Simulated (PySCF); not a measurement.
## Löwdin shares of the frontier orbitals

Species: SiO.
Geometry (PBE0-D3(BJ)/def2-SVP, Å), atoms numbered from 1 in this order:
```xyz
2
SiO angstrom
O      0.7643   -0.0069   -0.0043
Si    -0.7588    0.0095   -0.0240
```

Computed with TDDFT B3LYP/def2-SVPD, vertical, gas phase, core orbitals frozen in the response in PySCF 2.14.0, density-fitted response routines.

Frontier orbitals with the atoms that hold most of them (Löwdin shares over 4%, at most four atoms):

```json
{"orbital": "LUMO+2", "ε (eV)": "0.43", "atoms": "Si2 76%, O1 24%"}
{"orbital": "LUMO+1", "ε (eV)": "-2.25", "atoms": "Si2 75%, O1 25%"}
{"orbital": "LUMO", "ε (eV)": "-2.25", "atoms": "Si2 75%, O1 25%"}
{"orbital": "HOMO", "ε (eV)": "-8.68", "atoms": "Si2 56%, O1 44%"}
{"orbital": "HOMO-1", "ε (eV)": "-9.26", "atoms": "O1 79%, Si2 21%"}
{"orbital": "HOMO-2", "ε (eV)": "-9.26", "atoms": "O1 79%, Si2 21%"}
{"orbital": "HOMO-3", "ε (eV)": "-12.06", "atoms": "O1 60%, Si2 40%"}
```

Within 0.005 eV of a neighbour in this list lie HOMO-2/HOMO-1 and LUMO/LUMO+1 (point group found: C∞v).

Task: The HOMO–LUMO gap is 6.43 eV. Where does the response calculation put the lowest singlet, and from which orbitals?

Result: S1 is at 5.34 eV (f = 0.0000), 1.10 eV below the gap, made of HOMO-2/HOMO-1→LUMO/LUMO+1 (99%). Its leading pair isn't HOMO and LUMO; the energies of that pair differ by 7.01 eV. Without the coupling terms of the response equations the lowest excitation would equal the gap.

Next come S2 at 5.48 eV (f 0.057), HOMO→LUMO/LUMO+1 (≥96%); S3 at 5.48 eV (f 0.057), HOMO→LUMO/LUMO+1 (≥96%); S4 at 5.58 eV (f 0.0000), HOMO-2/HOMO-1→LUMO/LUMO+1 (≥75%); S5 at 5.58 eV (f 0.0000), HOMO-2/HOMO-1→LUMO/LUMO+1 (≥75%).

Orbitals of the list HOMO-3 to LUMO+2 that lie within 0.01 eV of each other are written together with a slash and their weights summed (≥ marks a lower bound); for degenerate orbitals outside that list single weights are arbitrary.
